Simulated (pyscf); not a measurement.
PySCF, gas phase, ωB97X-D3(BJ)/def2-SVP geometries. MP2 and CC: frozen core, UHF for open shells. ΔMP2 is the change of the MP2 total energy from the triple- to the quadruple-zeta basis.

Q: Estimate by transition-state theory the rate constant of •H₂Si–Cl + water (H₂O) → HO–SiH₂• + hydrogen chloride (HCl) (doublet surface; Cl–Si, H–O broken, O–Si, Cl–H formed) at 600 K, with CCSD(T)/def2-TZVPP + ΔMP2(QZVPP) energies (ideal gas, 1 atm, RRHO with modes under 100 cm⁻¹ raised to 100, one conformer, R ln 2 for rigid chiral ones; no tunnelling).

A: The electronic barrier is 16.6 kcal/mol and the thermal terms add +19.2, so ΔG‡ = 35.8 kcal/mol. With k_BT/h = 1.25e+13 s⁻¹ and RT = 1.192 kcal/mol, and a volume of 8.18e-20 cm³ per molecule at 1 atm, k = 9.2e-20 cm³ molecule⁻¹ s⁻¹. Wigner's tunnelling factor for 528i cm⁻¹ would be 1.07. A shift of 1 kcal/mol in the barrier changes k by a factor 2.3. On the product side the descent ends in a complex, 4.8 kcal/mol under the separated species and 14.8 kcal/mol under the saddle at ωB97X-D3(BJ)/def2-TZVP. At ωB97X-D3(BJ) the barrier from the zero used here is 14.3 kcal/mol. This is the saddle that the search found; another between the same sides may lie lower. The CCSD(T) − MP2 part came from Ansatz, without density fitting, on the same reference.
